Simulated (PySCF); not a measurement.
# C2H3Cl (SMILES C=CCl): levels of theory compared

We compute a comparison of 6 runs (HF/3-21G, B2PLYP/def2-SVPD, B3LYP/def2-SVPD, PBE0/def2-SVPD, TPSS/def2-SVPD, SCS-MP2/def2-SVPD) of C2H3Cl. 

The calculation is run with PySCF 2.14.0.

1 further run of the same task is left out (set aside as unsound or not needed).

## 1. Starting point

The species is C2H3Cl (6 atoms), meant as a singlet with charge 0. As SMILES, `C=CCl`. The coordinates come from a PBE0-D4/def2-TZVP relaxation.

Bond lengths: C1–C2 1.320 Å, C2–Cl3 1.721 Å, C1–H4 1.083 Å, C1–H5 1.083 Å, C2–H6 1.083 Å. Angles: C1–C2–Cl3 123.5°, C1–C2–H6 123.6°, Cl3–C2–H6 112.9°, C2–C1–H4 122.1°, C2–C1–H5 119.4°, H4–C1–H5 118.4°.

## 2. The energy at HF/3-21G (run 1)

Contents of input.xyz:

```xyz
6
C2H3Cl
C     -0.461860     0.202020    -0.539180
C      0.378470    -0.011560     0.455830
Cl     0.897380    -1.579540     0.939640
H     -0.883050    -0.607730    -1.121290
H     -0.744690     1.217510    -0.788270
H      0.813760     0.779300     1.053260
```

Contents of job.py:

```python
from pyscf import gto, scf

system = gto.M(
    atom='input.xyz',
    charge=0,
    verbose=4,
    basis='3-21g',
    max_memory=1860,
)

hf = scf.RHF(system)
hf.conv_tol = 1e-10
hf.kernel()
if not hf.converged:
    hf = hf.newton().run(hf.mo_coeff, hf.mo_occ)

energy = hf.e_tot
print('E(%s) = %.9f' % ('HF', energy))
```

Launch:

```sh
$ OMP_NUM_THREADS=1 python job.py
```

The log of the run:

```text
PySCF version 2.14.0

[... 62 lines left out ...]
converged SCF energy = -534.30982505826
E(HF) = -534.309825058
```

Run time: 0.58 s. Hardware: 1 thread of Arm Neoverse V1, shared host; peak memory 0.13 GiB.

## 3. The energy at B2PLYP/def2-SVPD (run 2)

Contents of job.py:

```python
from pyscf import gto, dft, mp

system = gto.M(
    atom='''
C     -0.461860     0.202020    -0.539180
C      0.378470    -0.011560     0.455830
Cl     0.897380    -1.579540     0.939640
H     -0.883050    -0.607730    -1.121290
H     -0.744690     1.217510    -0.788270
H      0.813760     0.779300     1.053260
''',
    basis='def2-svpd',
    charge=0,
    verbose=3,
    max_memory=1860,
)

mf = dft.RKS(system)
mf.xc = '0.53*HF + 0.47*B88, 0.73*LYP'
mf.conv_tol = 1e-10
mf.grids.level = 5
mf.kernel()
if not mf.converged:
    mf = mf.newton().run(mf.mo_coeff, mf.mo_occ)

pt = mp.MP2(mf, frozen=7).run()
energy = mf.e_tot + 0.27 * pt.e_corr
print('PT2 part  %.8f' % (0.27 * pt.e_corr))
print('E = %.10f Eh' % energy)
```

Launch:

```sh
$ OMP_NUM_THREADS=1 python job.py
```

The log of the run:

```text
converged SCF energy = -537.622083276683
E(RMP2) = -538.146792840007  E_corr = -0.524709563323811
E(SCS-RMP2) = -538.138698810405  E_corr = -0.516615533721726
PT2 part  -0.14167158
E = -537.7637548588 Eh
```

It took 13 s on 1 thread of Arm Neoverse V1, shared host; peak memory 0.47 GiB.

Run 3 isn't shown in full; the table further down has it.

## 4. A single-point energy at PBE0/def2-SVPD (run 4)

Contents of input.py:

```python
from pyscf import gto, dft

molecule = gto.M(
    atom='''
C     -0.461860     0.202020    -0.539180
C      0.378470    -0.011560     0.455830
Cl     0.897380    -1.579540     0.939640
H     -0.883050    -0.607730    -1.121290
H     -0.744690     1.217510    -0.788270
H      0.813760     0.779300     1.053260
''',
    verbose=3,
    basis='def2-svpd',
    max_memory=1860,
)

mf = dft.RKS(molecule, xc='pbe0')
mf.conv_tol = 1e-10
mf.grids.level = 5
mf.kernel()
if not mf.converged:
    mf = mf.newton().run(mf.mo_coeff, mf.mo_occ)

etot = mf.e_tot
print('E = %.10f Eh' % etot)
```

Launch:

```sh
$ OMP_NUM_THREADS=1 python input.py
```

The log of the run:

```text
converged SCF energy = -537.746920537101
E = -537.7469205371 Eh
```

It took 13 s on 1 thread of Arm Neoverse V1, shared host; peak memory 0.47 GiB.

Run 5 isn't shown in full; the table further down has it.

## 5. A single-point energy at SCS-MP2/def2-SVPD (run 6)

Contents of job.py:

```python
from pyscf import gto, mp

system = gto.M(
    atom='''
C       -0.461860       0.202020      -0.539180
C        0.378470      -0.011560       0.455830
Cl       0.897380      -1.579540       0.939640
H       -0.883050      -0.607730      -1.121290
H       -0.744690       1.217510      -0.788270
H        0.813760       0.779300       1.053260
''',
    max_memory=1860,
    verbose=3,
    basis='def2-svpd',
    charge=0,
)

hf = system.RHF()
hf.conv_tol = 1e-10
hf.kernel()
if not hf.converged:
    hf = hf.newton().run(hf.mo_coeff, hf.mo_occ)

pt = mp.MP2(hf, frozen=7).run()
etot = hf.e_tot + 1.2 * pt.e_corr_os + pt.e_corr_ss / 3
print('Final energy', etot)
```

Launch:

```sh
$ OMP_NUM_THREADS=1 python job.py
```

The log of the run:

```text
converged SCF energy = -536.758406411235
E(RMP2) = -537.183822631268  E_corr = -0.425416220033423
E(SCS-RMP2) = -537.177916059933  E_corr = -0.419509648698179
Final energy -537.1779160599328
```

It took 1.9 s on 1 thread of Arm Neoverse V1, shared host; peak memory 0.23 GiB.

## 6. The series

```
run              level  frozen core orbitals  integration grid  energy (Eh)  dipole moment (D) of the reference  HOMO energy (eV)  LUMO energy (eV)  wall time
  1           HF/3-21G                     –                 –  -534.309825                                2.10            -10.24              4.29     0.58 s
  2   B2PLYP/def2-SVPD                     7                 5  -537.763755                                1.55             -8.58              1.10       13 s
  3    B3LYP/def2-SVPD                     –                 5  -538.013068                                1.44             -7.41             -0.57       13 s
  4     PBE0/def2-SVPD                     –                 5  -537.746921                                1.47             -7.65             -0.33       13 s
  5     TPSS/def2-SVPD                     –                 5  -538.033965                                1.46             -6.52             -1.14       28 s
  6  SCS-MP2/def2-SVPD                     7                 –  -537.177916                                1.68            -10.21              2.83      1.9 s
```

## 7. Outcome

```
                                          quantity          value
                               run 6: total energy  -537.17792 Eh
       run 6: dipole moment (Hartree–Fock density)         1.68 D
        run 6: HOMO energy (Hartree–Fock orbitals)      -10.21 eV
        run 6: LUMO energy (Hartree–Fock orbitals)        2.83 eV
      run 6: HOMO–LUMO gap (Hartree–Fock orbitals)       13.04 eV
run 6: correlation energy (7 core orbitals frozen)     -419.5 mEh
```

What this shows: Over runs 1, 2, 3, 4, 5 the dipole moment (its size) runs from 1.44 D (B3LYP/def2-SVPD) to 2.10 D (HF/3-21G). The two ends differ in method and basis. Over runs 1, 2, 3, 4, 5 the HOMO–LUMO gap runs from 5.38 eV (TPSS/def2-SVPD) to 14.53 eV (HF/3-21G). Totals of different functionals can't be ranked against each other. All runs together took 69 s, the longest 28 s.
